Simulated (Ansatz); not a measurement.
Energy of Te (space group No. 229) less that of trigonal Te, by level of theory

No measured value is used here.

| level (code) | value (meV/atom) |
|---|---|
| PBE (Ansatz) | 311 |
| PBEsol (Ansatz) | ? |
| PBE-D3(BJ) (Ansatz) | 224 |
| r²SCAN (Ansatz) | 403 |

Fill in the missing entries.


- PBEsol (Ansatz, a quantum-chemistry and plane-wave program), value (meV/atom): 230

Each level is taken at its own relaxed cell. Ansatz's density-functional and Hartree–Fock values are scalar-relativistic unless marked +SOC, with PAW data made under PBE.
